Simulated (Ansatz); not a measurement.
`[SiH3][AlH][SH]` → `[AlH2][S][SiH3]`  (isomerisation)

Calculated with Ansatz (gas phase, PBE0-D4/def2-TZVP geometries, no zero-point term in ΔE). CCSD(T)/CBS is the MP2 limit (def2-TZVPP, def2-QZVPP) plus CCSD(T) − MP2 in def2-TZVPP, frozen cores. DFT in def2-TZVPP. B3LYP here is the variant with VWN-RPA as its local correlation; programs differ in this. HSE06 is defined as in plane-wave codes. One conformer a species, not always the lowest.

Problem. Is it downhill or uphill in electronic energy at CCSD(T)/CBS, and by how much? (Best estimate.)

Solution. Computed: Downhill: ΔE = -0.54 eV.

Problem. What do these levels give: B3LYP-D4, B2PLYP, HSE06, BHLYP, CCSD/def2-SVP, MP2/def2-QZVPP? (Estimate.)

Solution. The calculation gave: B3LYP-D4 -0.51, B2PLYP -0.53, HSE06 -0.43, BHLYP -0.54, CCSD/def2-SVP -0.45, MP2/def2-QZVPP -0.65 eV.

Largest T1 diagnostic among the species: 0.013.

The D4 term adds −0.04 eV with B3LYP and −0.02 eV with PBE0; it sums over pairs of atoms, weighted by their polarisabilities, and B3LYP, whose exchange is more repulsive, gets the larger term. At CCSD(T), def2-SVP lies +0.10 eV from the extrapolated value and def2-TZVPP +0.04 eV. Leaving LDA and LC-ωPBE aside and taking each functional with its dispersion term where it has one, the values, not all of them listed here, spread over 0.19 eV, from B97M-V to PBE-D4.
